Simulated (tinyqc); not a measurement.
Worked calculation (part 2 of 2): ROHF in the sto-6g basis, for NH3+, spin multiplicity 2. Computed by tinyqc, a small Python program that keeps every step (integrals from PySCF). Command: `OMP_NUM_THREADS=1 python tinyqc.py 28107 28108 out.jsonl` (the two numbers bound the seeds that draw the settings). One thread of a shared host (Intel(R) Xeon(R) Processor @ 2.60GHz), about 0.2 s of CPU time with the checks.

Geometry (angstrom):
```
atom,x,y,z
N,0.00000,0.00000,0.10700
H,1.19800,0.00000,0.00000
H,-0.59900,1.03800,0.00000
H,-0.59900,-1.03800,0.00000
```

## Iteration 1: diagonalisation and new density

effective F (hartree):
```
,1N 1s,1N 2s,1N 2px,1N 2py,1N 2pz,2H 1s,3H 1s,4H 1s
1N 1s,-16.43793,-3.91989,-0.00001,0.00000,0.00145,-0.67630,-0.67563,-0.67563
1N 2s,-3.91989,-2.42524,-0.00011,0.00000,0.01964,-0.83460,-0.83400,-0.83400
1N 2px,-0.00001,-0.00011,-0.83384,0.00000,0.00001,-0.50035,0.24993,0.24993
1N 2py,0.00000,0.00000,0.00000,-0.83380,0.00000,0.00000,-0.43315,0.43315
1N 2pz,0.00145,0.01964,0.00001,0.00000,-0.71686,0.04813,0.04809,0.04809
2H 1s,-0.67630,-0.83460,-0.50035,0.00000,0.04813,-0.69311,-0.21901,-0.21901
3H 1s,-0.67563,-0.83400,0.24993,-0.43315,0.04809,-0.21901,-0.69270,-0.21876
4H 1s,-0.67563,-0.83400,0.24993,0.43315,0.04809,-0.21901,-0.21876,-0.69270
```

X:
```
,1,2,3,4,5,6,7,8
1N 1s,-0.35137,0.00063,0.00000,0.81996,0.48983,-0.00016,0.00000,0.17486
1N 2s,1.20205,-0.00163,0.00000,-0.02544,0.07310,-0.00027,0.00000,0.47695
1N 2px,0.00163,0.94469,0.00000,-0.00002,0.00002,0.63189,0.00000,0.00025
1N 2py,0.00000,0.00000,0.94467,0.00000,0.00000,0.00000,0.63183,0.00000
1N 2pz,-0.09093,0.00010,0.00000,-0.52827,0.84592,0.00001,0.00000,-0.03651
2H 1s,-0.55716,-0.86716,0.00000,-0.16227,-0.09662,0.45837,0.00000,0.30926
3H 1s,-0.55494,0.43473,-0.75149,-0.16240,-0.09670,-0.22942,0.39713,0.30894
4H 1s,-0.55494,0.43473,0.75149,-0.16240,-0.09670,-0.22942,-0.39713,0.30894
```

Diagonalise F' = X^T F X, C = X C', fill 5 alpha and 4 beta electrons from the bottom; D(s) = C_occ C_occ^T. Each column has its largest component positive (the first on a tie).

F' = X^T F X (hartree):
```
,1,2,3,4,5,6,7,8
1,-0.71394,0.00145,0.00000,1.86449,1.10993,-0.00045,0.00000,0.18059
2,0.00145,-0.04927,0.00000,-0.00411,-0.00248,-0.12839,0.00000,-0.00082
3,0.00000,0.00000,-0.04941,0.00000,0.00000,0.00000,-0.12845,0.00000
4,1.86449,-0.00411,0.00000,-10.63615,-6.18420,0.00279,0.00000,-3.95712
5,1.10993,-0.00248,0.00000,-6.18420,-4.57500,0.00176,0.00000,-2.50240
6,-0.00045,-0.12839,0.00000,0.00279,0.00176,-0.91715,0.00000,0.00118
7,0.00000,0.00000,-0.12845,0.00000,0.00000,0.00000,-0.91709,0.00000
8,0.18059,-0.00082,0.00000,-3.95712,-2.50240,0.00118,0.00000,-2.99388
```

orbital energies (hartree): MO1 -16.43961, MO2 -1.59346, MO3 -0.93575, MO4 -0.93570, MO5 -0.71798, MO6 -0.16792, MO7 -0.03079, MO8 -0.03067

coefficients C:
```
,MO1,MO2,MO3,MO4,MO5,MO6,MO7,MO8
1N 1s,0.99726,-0.23157,0.00006,0.00000,-0.01376,-0.13407,0.00000,0.00020
1N 2s,0.01257,0.92651,-0.00032,0.00000,0.07619,0.90222,0.00000,-0.00145
1N 2px,0.00000,0.00013,0.76078,0.00000,0.00006,-0.00082,0.00000,-0.84437
1N 2py,0.00000,0.00000,0.00000,0.76079,0.00000,0.00000,0.84428,0.00000
1N 2pz,-0.00027,-0.01927,-0.00005,0.00000,0.99458,-0.12121,0.00000,0.00019
2H 1s,-0.00171,0.07845,0.32941,0.00000,-0.03515,-0.65662,0.00000,0.92560
3H 1s,-0.00171,0.07836,-0.16466,0.28523,-0.03518,-0.65828,-0.80068,-0.46143
4H 1s,-0.00171,0.07836,-0.16466,-0.28523,-0.03518,-0.65828,0.80068,-0.46143
```

D(alpha) after iteration 1:
```
,1N 1s,1N 2s,1N 2px,1N 2py,1N 2pz,2H 1s,3H 1s,4H 1s
1N 1s,1.04834,-0.20306,0.00002,0.00000,-0.00949,-0.01937,-0.01938,-0.01938
1N 2s,-0.20306,0.86439,-0.00012,0.00000,0.05792,0.06988,0.06995,0.06995
1N 2px,0.00002,-0.00012,0.57878,0.00000,0.00002,0.25062,-0.12526,-0.12526
1N 2py,0.00000,0.00000,0.00000,0.57881,0.00000,0.00000,0.21700,-0.21700
1N 2pz,-0.00949,0.05792,0.00002,0.00000,0.98956,-0.03648,-0.03649,-0.03649
2H 1s,-0.01937,0.06988,0.25062,0.00000,-0.03648,0.11591,-0.04686,-0.04686
3H 1s,-0.01938,0.06995,-0.12526,0.21700,-0.03649,-0.04686,0.11585,-0.04686
4H 1s,-0.01938,0.06995,-0.12526,-0.21700,-0.03649,-0.04686,-0.04686,0.11585
```

D(beta) after iteration 1:
```
,1N 1s,1N 2s,1N 2px,1N 2py,1N 2pz,2H 1s,3H 1s,4H 1s
1N 1s,1.04815,-0.20202,0.00002,0.00000,0.00420,-0.01986,-0.01986,-0.01986
1N 2s,-0.20202,0.85858,-0.00012,0.00000,-0.01786,0.07256,0.07263,0.07263
1N 2px,0.00002,-0.00012,0.57878,0.00000,-0.00004,0.25062,-0.12526,-0.12526
1N 2py,0.00000,0.00000,0.00000,0.57881,0.00000,0.00000,0.21700,-0.21700
1N 2pz,0.00420,-0.01786,-0.00004,0.00000,0.00037,-0.00153,-0.00150,-0.00150
2H 1s,-0.01986,0.07256,0.25062,0.00000,-0.00153,0.11467,-0.04809,-0.04809
3H 1s,-0.01986,0.07263,-0.12526,0.21700,-0.00150,-0.04809,0.11461,-0.04810
4H 1s,-0.01986,0.07263,-0.12526,-0.21700,-0.00150,-0.04809,-0.04810,0.11461
```

## Iteration 2: building the Fock matrix

core Hamiltonian H = T + V (hartree):
```
,1N 1s,1N 2s,1N 2px,1N 2py,1N 2pz,2H 1s,3H 1s,4H 1s
1N 1s,-25.75665,-5.62853,-0.00001,0.00000,0.00317,-0.96044,-0.95948,-0.95948
1N 2s,-5.62853,-7.50146,-0.00013,0.00000,0.03655,-2.39873,-2.39700,-2.39700
1N 2px,-0.00001,-0.00013,-6.27634,0.00000,0.00001,-1.95559,0.97686,0.97686
1N 2py,0.00000,0.00000,0.00000,-6.27633,0.00000,0.00000,-1.69284,1.69284
1N 2pz,0.00317,0.03655,0.00001,0.00000,-6.14557,0.18220,0.18203,0.18203
2H 1s,-0.96044,-2.39873,-1.95559,0.00000,0.18220,-4.01869,-0.58481,-0.58481
3H 1s,-0.95948,-2.39700,0.97686,-1.69284,0.18203,-0.58481,-4.01758,-0.58410
4H 1s,-0.95948,-2.39700,0.97686,1.69284,0.18203,-0.58481,-0.58410,-4.01758
```

nuclear repulsion = 10.0019592 hartree

Given earlier and not repeated: Two-electron integrals (ij|kl) in chemists' order.

J_ij = sum D_kl (ij|kl) with D = D(alpha) + D(beta), K_ij = sum D_kl (ik|jl) for each spin; F = H + J - K(s); E = tr D H + tr D J / 2 - 0.5 sum_s tr D(s) K(s) + E_nn.

Coulomb J (hartree):
```
,1N 1s,1N 2s,1N 2px,1N 2py,1N 2pz,2H 1s,3H 1s,4H 1s
1N 1s,14.28072,2.47922,0.00000,0.00000,-0.00100,0.43273,0.43229,0.43229
1N 2s,2.47922,6.45919,0.00004,0.00000,-0.01421,2.02786,2.02640,2.02640
1N 2px,0.00000,0.00004,6.48545,0.00000,-0.00001,1.78052,-0.88940,-0.88940
1N 2py,0.00000,0.00000,0.00000,6.48545,0.00000,0.00000,1.54124,-1.54124
1N 2pz,-0.00100,-0.01421,-0.00001,0.00000,6.40668,-0.16152,-0.16136,-0.16136
2H 1s,0.43273,2.02786,1.78052,0.00000,-0.16152,3.81954,0.48332,0.48332
3H 1s,0.43229,2.02640,-0.88940,1.54124,-0.16136,0.48332,3.81844,0.48273
4H 1s,0.43229,2.02640,-0.88940,-1.54124,-0.16136,0.48332,0.48273,3.81844
```

exchange K(alpha) (hartree):
```
,1N 1s,1N 2s,1N 2px,1N 2py,1N 2pz,2H 1s,3H 1s,4H 1s
1N 1s,4.26772,0.66172,0.00000,0.00000,0.00013,0.12420,0.12408,0.12408
1N 2s,0.66172,1.13391,0.00001,0.00000,0.01097,0.40085,0.40059,0.40059
1N 2px,0.00000,0.00001,0.86285,0.00000,0.00000,0.34772,-0.17373,-0.17373
1N 2py,0.00000,0.00000,0.00000,0.86283,0.00000,0.00000,0.30102,-0.30102
1N 2pz,0.00013,0.01097,0.00000,0.00000,0.98071,-0.03451,-0.03449,-0.03449
2H 1s,0.12420,0.40085,0.34772,0.00000,-0.03451,0.41224,0.07806,0.07806
3H 1s,0.12408,0.40059,-0.17373,0.30102,-0.03449,0.07806,0.41191,0.07794
4H 1s,0.12408,0.40059,-0.17373,-0.30102,-0.03449,0.07806,0.07794,0.41191
```

exchange K(beta) (hartree):
```
,1N 1s,1N 2s,1N 2px,1N 2py,1N 2pz,2H 1s,3H 1s,4H 1s
1N 1s,4.24564,0.62841,0.00000,0.00000,-0.00064,0.11782,0.11771,0.11771
1N 2s,0.62841,0.97715,0.00000,0.00000,-0.02433,0.36492,0.36469,0.36469
1N 2px,0.00000,0.00000,0.82164,0.00000,-0.00004,0.33948,-0.16961,-0.16961
1N 2py,0.00000,0.00000,0.00000,0.82162,0.00000,0.00000,0.29389,-0.29389
1N 2pz,-0.00064,-0.02433,-0.00004,0.00000,0.22150,-0.01660,-0.01656,-0.01656
2H 1s,0.11782,0.36492,0.33948,0.00000,-0.01660,0.39870,0.06925,0.06925
3H 1s,0.11771,0.36469,-0.16961,0.29389,-0.01656,0.06925,0.39839,0.06913
4H 1s,0.11771,0.36469,-0.16961,-0.29389,-0.01656,0.06925,0.06913,0.39839
```

F(alpha) (hartree):
```
,1N 1s,1N 2s,1N 2px,1N 2py,1N 2pz,2H 1s,3H 1s,4H 1s
1N 1s,-15.74364,-3.81103,-0.00001,0.00000,0.00204,-0.65191,-0.65127,-0.65127
1N 2s,-3.81103,-2.17617,-0.00010,0.00000,0.01138,-0.77172,-0.77120,-0.77120
1N 2px,-0.00001,-0.00010,-0.65374,0.00000,0.00000,-0.52280,0.26118,0.26118
1N 2py,0.00000,0.00000,0.00000,-0.65371,0.00000,0.00000,-0.45262,0.45262
1N 2pz,0.00204,0.01138,0.00000,0.00000,-0.71960,0.05520,0.05516,0.05516
2H 1s,-0.65191,-0.77172,-0.52280,0.00000,0.05520,-0.61139,-0.17955,-0.17955
3H 1s,-0.65127,-0.77120,0.26118,-0.45262,0.05516,-0.17955,-0.61105,-0.17931
4H 1s,-0.65127,-0.77120,0.26118,0.45262,0.05516,-0.17955,-0.17931,-0.61105
```

F(beta) (hartree):
```
,1N 1s,1N 2s,1N 2px,1N 2py,1N 2pz,2H 1s,3H 1s,4H 1s
1N 1s,-15.72157,-3.77773,-0.00001,0.00000,0.00281,-0.64554,-0.64490,-0.64490
1N 2s,-3.77773,-2.01941,-0.00010,0.00000,0.04667,-0.73578,-0.73530,-0.73530
1N 2px,-0.00001,-0.00010,-0.61253,0.00000,0.00005,-0.51456,0.25707,0.25707
1N 2py,0.00000,0.00000,0.00000,-0.61250,0.00000,0.00000,-0.44549,0.44549
1N 2pz,0.00281,0.04667,0.00005,0.00000,0.03961,0.03728,0.03723,0.03723
2H 1s,-0.64554,-0.73578,-0.51456,0.00000,0.03728,-0.59785,-0.17073,-0.17073
3H 1s,-0.64490,-0.73530,0.25707,-0.44549,0.03723,-0.17073,-0.59753,-0.17051
4H 1s,-0.64490,-0.73530,0.25707,0.44549,0.03723,-0.17073,-0.17051,-0.59753
```

total energy of this density = -55.6221086 hartree

## Iteration 2: Roothaan effective Fock matrix

overlap S:
```
,1N 1s,1N 2s,1N 2px,1N 2py,1N 2pz,2H 1s,3H 1s,4H 1s
1N 1s,1.00000,0.22942,0.00000,0.00000,0.00000,0.03888,0.03884,0.03884
1N 2s,0.22942,1.00000,0.00000,0.00000,0.00000,0.38479,0.38455,0.38455
1N 2px,0.00000,0.00000,1.00000,0.00000,0.00000,0.36693,-0.18332,-0.18332
1N 2py,0.00000,0.00000,0.00000,1.00000,0.00000,0.00000,0.31767,-0.31767
1N 2pz,0.00000,0.00000,0.00000,0.00000,1.00000,-0.03277,-0.03275,-0.03275
2H 1s,0.03888,0.38479,0.36693,0.00000,-0.03277,1.00000,0.10622,0.10622
3H 1s,0.03884,0.38455,-0.18332,0.31767,-0.03275,0.10622,1.00000,0.10609
4H 1s,0.03884,0.38455,-0.18332,-0.31767,-0.03275,0.10622,0.10609,1.00000
```

With projectors Pc = D(beta) S, Po = (D(alpha) - D(beta)) S, Pv = 1 - D(alpha) S, the block xy is Px^T F Py; with Fc = (F(alpha) + F(beta))/2, the blocks are Fc for cc, oo, vv and cv, F(beta) for co and F(alpha) for ov.

effective F (hartree):
```
,1N 1s,1N 2s,1N 2px,1N 2py,1N 2pz,2H 1s,3H 1s,4H 1s
1N 1s,-15.73261,-3.79434,-0.00001,0.00000,0.00365,-0.64878,-0.64814,-0.64814
1N 2s,-3.79434,-2.09705,-0.00010,0.00000,0.04047,-0.75429,-0.75379,-0.75379
1N 2px,-0.00001,-0.00010,-0.63313,0.00000,0.00002,-0.51868,0.25913,0.25913
1N 2py,0.00000,0.00000,0.00000,-0.63311,0.00000,0.00000,-0.44905,0.44905
1N 2pz,0.00365,0.04047,0.00002,0.00000,-0.34178,0.04603,0.04598,0.04598
2H 1s,-0.64878,-0.75429,-0.51868,0.00000,0.04603,-0.60459,-0.17512,-0.17512
3H 1s,-0.64814,-0.75379,0.25913,-0.44905,0.04598,-0.17512,-0.60427,-0.17489
4H 1s,-0.64814,-0.75379,0.25913,0.44905,0.04598,-0.17512,-0.17489,-0.60427
```

## Iteration 2: diagonalisation and new density

As before.

F' = X^T F X (hartree):
```
,1,2,3,4,5,6,7,8
1,-0.38679,0.00139,0.00000,1.75048,1.05342,-0.00030,0.00000,0.24810
2,0.00139,0.22537,0.00000,-0.00389,-0.00237,-0.03202,0.00000,-0.00089
3,0.00000,0.00000,0.22519,0.00000,0.00000,0.00000,-0.03209,0.00000
4,1.75048,-0.00389,0.00000,-10.07075,-6.06999,0.00268,0.00000,-3.83721
5,1.05342,-0.00237,0.00000,-6.06999,-4.12747,0.00169,0.00000,-2.41459
6,-0.00030,-0.03202,0.00000,0.00268,0.00169,-0.83891,0.00000,0.00112
7,0.00000,0.00000,-0.03209,0.00000,0.00000,0.00000,-0.83888,0.00000
8,0.24810,-0.00089,0.00000,-3.83721,-2.41459,0.00112,0.00000,-2.74644
```

orbital energies (hartree): MO1 -15.73541, MO2 -1.30234, MO3 -0.83987, MO4 -0.83984, MO5 -0.34160, MO6 0.04789, MO7 0.22616, MO8 0.22634

coefficients C:
```
,MO1,MO2,MO3,MO4,MO5,MO6,MO7,MO8
1N 1s,0.99637,-0.22202,0.00006,0.00000,-0.02222,-0.15416,0.00000,-0.00022
1N 2s,0.01687,0.84894,-0.00033,0.00000,0.11449,0.97174,0.00000,0.00156
1N 2px,0.00000,0.00014,0.65999,0.00000,0.00004,-0.00101,0.00000,0.92528
1N 2py,0.00000,0.00000,0.00000,0.65999,0.00000,0.00000,0.92522,0.00000
1N 2pz,-0.00055,-0.03629,-0.00003,0.00000,0.99190,-0.13809,0.00000,-0.00021
2H 1s,-0.00292,0.13176,0.43223,0.00000,-0.04189,-0.64768,0.00000,-0.88225
3H 1s,-0.00292,0.13163,-0.21613,0.37431,-0.04192,-0.64930,-0.76311,0.43972
4H 1s,-0.00292,0.13163,-0.21613,-0.37431,-0.04192,-0.64930,0.76311,0.43972
```

D(alpha) after iteration 2:
```
,1N 1s,1N 2s,1N 2px,1N 2py,1N 2pz,2H 1s,3H 1s,4H 1s
1N 1s,1.04255,-0.17421,0.00001,0.00000,-0.01453,-0.03121,-0.03121,-0.03121
1N 2s,-0.17421,0.73410,-0.00009,0.00000,0.08275,0.10687,0.10697,0.10697
1N 2px,0.00001,-0.00009,0.43559,0.00000,0.00002,0.28529,-0.14263,-0.14263
1N 2py,0.00000,0.00000,0.00000,0.43559,0.00000,0.00000,0.24705,-0.24705
1N 2pz,-0.01453,0.08275,0.00002,0.00000,0.98518,-0.04634,-0.04635,-0.04635
2H 1s,-0.03121,0.10687,0.28529,0.00000,-0.04634,0.20595,-0.07431,-0.07431
3H 1s,-0.03121,0.10697,-0.14263,0.24705,-0.04635,-0.07431,0.20592,-0.07431
4H 1s,-0.03121,0.10697,-0.14263,-0.24705,-0.04635,-0.07431,-0.07431,0.20592
```

D(beta) after iteration 2:
```
,1N 1s,1N 2s,1N 2px,1N 2py,1N 2pz,2H 1s,3H 1s,4H 1s
1N 1s,1.04205,-0.17167,0.00001,0.00000,0.00751,-0.03214,-0.03214,-0.03214
1N 2s,-0.17167,0.72099,-0.00010,0.00000,-0.03082,0.11167,0.11177,0.11177
1N 2px,0.00001,-0.00010,0.43559,0.00000,-0.00002,0.28529,-0.14262,-0.14262
1N 2py,0.00000,0.00000,0.00000,0.43559,0.00000,0.00000,0.24705,-0.24705
1N 2pz,0.00751,-0.03082,-0.00002,0.00000,0.00132,-0.00479,-0.00477,-0.00477
2H 1s,-0.03214,0.11167,0.28529,0.00000,-0.00479,0.20419,-0.07606,-0.07606
3H 1s,-0.03214,0.11177,-0.14262,0.24705,-0.00477,-0.07606,0.20416,-0.07606
4H 1s,-0.03214,0.11177,-0.14262,-0.24705,-0.00477,-0.07606,-0.07606,0.20416
```

Within a degenerate level the vectors are fixed only up to a rotation; this is one choice.

## Iteration 8 (converged): orbitals

converged F (hartree):
```
,1N 1s,1N 2s,1N 2px,1N 2py,1N 2pz,2H 1s,3H 1s,4H 1s
1N 1s,-16.04074,-3.85495,-0.00001,0.00000,0.00364,-0.65842,-0.65777,-0.65777
1N 2s,-3.85495,-2.21004,-0.00010,0.00000,0.04389,-0.79486,-0.79434,-0.79434
1N 2px,-0.00001,-0.00010,-0.72815,0.00000,0.00001,-0.55138,0.27548,0.27548
1N 2py,0.00000,0.00000,0.00000,-0.72811,0.00000,0.00000,-0.47737,0.47737
1N 2pz,0.00364,0.04389,0.00001,0.00000,-0.48954,0.05547,0.05542,0.05542
2H 1s,-0.65842,-0.79486,-0.55138,0.00000,0.05547,-0.66291,-0.18365,-0.18365
3H 1s,-0.65777,-0.79434,0.27548,-0.47737,0.05542,-0.18365,-0.66256,-0.18342
4H 1s,-0.65777,-0.79434,0.27548,0.47737,0.05542,-0.18365,-0.18342,-0.66256
```

As before.

F' = X^T F X (hartree):
```
,1,2,3,4,5,6,7,8
1,-0.45457,0.00139,0.00000,1.79505,1.07798,-0.00034,0.00000,0.23048
2,0.00139,0.16478,0.00000,-0.00398,-0.00242,-0.05337,0.00000,-0.00087
3,0.00000,0.00000,0.16463,0.00000,0.00000,0.00000,-0.05345,0.00000
4,1.79505,-0.00398,0.00000,-10.31101,-6.13086,0.00273,0.00000,-3.89640
5,1.07798,-0.00242,0.00000,-6.13086,-4.31396,0.00171,0.00000,-2.44069
6,-0.00034,-0.05337,0.00000,0.00273,0.00171,-0.92097,0.00000,0.00114
7,0.00000,0.00000,-0.05345,0.00000,0.00000,0.00000,-0.92092,0.00000
8,0.23048,-0.00087,0.00000,-3.89640,-2.44069,0.00114,0.00000,-2.85322
```

orbital energies (hartree): MO1 -16.04321, MO2 -1.40645, MO3 -0.92359, MO4 -0.92355, MO5 -0.48914, MO6 0.00604, MO7 0.16725, MO8 0.16740

coefficients C:
```
,MO1,MO2,MO3,MO4,MO5,MO6,MO7,MO8
1N 1s,0.99662,-0.22287,0.00006,0.00000,-0.02312,-0.15118,0.00000,-0.00022
1N 2s,0.01576,0.85965,-0.00031,0.00000,0.11722,0.96197,0.00000,0.00152
1N 2px,0.00000,0.00013,0.67741,0.00000,0.00003,-0.00097,0.00000,0.91261
1N 2py,0.00000,0.00000,0.00000,0.67741,0.00000,0.00000,0.91254,0.00000
1N 2pz,-0.00053,-0.04407,-0.00001,0.00000,0.99201,-0.13496,0.00000,-0.00020
2H 1s,-0.00274,0.12434,0.41545,0.00000,-0.03937,-0.64931,0.00000,-0.89027
3H 1s,-0.00274,0.12422,-0.20774,0.35978,-0.03938,-0.65091,-0.77007,0.44375
4H 1s,-0.00274,0.12422,-0.20774,-0.35978,-0.03938,-0.65091,0.77007,0.44375
```

D(alpha) after iteration 8:
```
,1N 1s,1N 2s,1N 2px,1N 2py,1N 2pz,2H 1s,3H 1s,4H 1s
1N 1s,1.04346,-0.17859,0.00001,0.00000,-0.01364,-0.02951,-0.02952,-0.02952
1N 2s,-0.17859,0.75299,-0.00009,0.00000,0.07838,0.10210,0.10219,0.10219
1N 2px,0.00001,-0.00009,0.45888,0.00000,0.00002,0.28145,-0.14071,-0.14071
1N 2py,0.00000,0.00000,0.00000,0.45889,0.00000,0.00000,0.24372,-0.24372
1N 2pz,-0.01364,0.07838,0.00002,0.00000,0.98604,-0.04453,-0.04454,-0.04454
2H 1s,-0.02951,0.10210,0.28145,0.00000,-0.04453,0.18962,-0.06930,-0.06930
3H 1s,-0.02952,0.10219,-0.14071,0.24372,-0.04454,-0.06930,0.18959,-0.06930
4H 1s,-0.02952,0.10219,-0.14071,-0.24372,-0.04454,-0.06930,-0.06930,0.18959
```

D(beta) after iteration 8:
```
,1N 1s,1N 2s,1N 2px,1N 2py,1N 2pz,2H 1s,3H 1s,4H 1s
1N 1s,1.04293,-0.17588,0.00001,0.00000,0.00930,-0.03042,-0.03043,-0.03043
1N 2s,-0.17588,0.73925,-0.00009,0.00000,-0.03790,0.10671,0.10681,0.10681
1N 2px,0.00001,-0.00009,0.45888,0.00000,-0.00001,0.28145,-0.14071,-0.14071
1N 2py,0.00000,0.00000,0.00000,0.45889,0.00000,0.00000,0.24372,-0.24372
1N 2pz,0.00930,-0.03790,-0.00001,0.00000,0.00194,-0.00548,-0.00547,-0.00547
2H 1s,-0.03042,0.10671,0.28145,0.00000,-0.00548,0.18807,-0.07085,-0.07085
3H 1s,-0.03043,0.10681,-0.14071,0.24372,-0.00547,-0.07085,0.18804,-0.07085
4H 1s,-0.03043,0.10681,-0.14071,-0.24372,-0.00547,-0.07085,-0.07085,0.18804
```

## Convergence

Stop when the energy changes by less than 1e-10 hartree and every element of the error matrix X^T (F D S - S D F) X is below 3e-06.

Course of the cycle:
```
iteration,E (hartree),change,largest element of the error matrix
1,-51.8515752,-,1.09e+00
2,-55.6221086,-3.77e+00,2.41e-01
3,-55.6820571,-5.99e-02,4.91e-02
4,-55.6844440,-2.39e-03,1.22e-03
5,-55.6844500,-5.96e-06,3.92e-04
6,-55.6844508,-7.94e-07,3.86e-05
7,-55.6844508,-5.86e-09,3.25e-06
8,-55.6844508,-4.75e-11,6.21e-07
```

PySCF ROHF in the same basis = -55.6844508 hartree

Converged in 8 iterations.

## Populations, bond orders and dipole

Mulliken: Z minus the diagonal of D S on the atom; Loewdin: the same with S^(1/2) D S^(1/2); Mayer order: 2 sum_s sum (D(s) S)_ij (D(s) S)_ji over the two atoms.

Charges (e):
```
atom,Mulliken,Loewdin,Mulliken spin
1N,-0.09792,0.10020,0.99574
2H,0.36589,0.29981,0.00142
3H,0.36602,0.30000,0.00142
4H,0.36602,0.30000,0.00142
```

Mayer bond orders:
```
pair,order
2-1,0.82777
3-1,0.82766
3-2,0.01918
4-1,0.82766
4-2,0.01918
4-3,0.01920
```

dipole moment about the origin, x y z (debye): -0.00063  0.00000  -0.02607
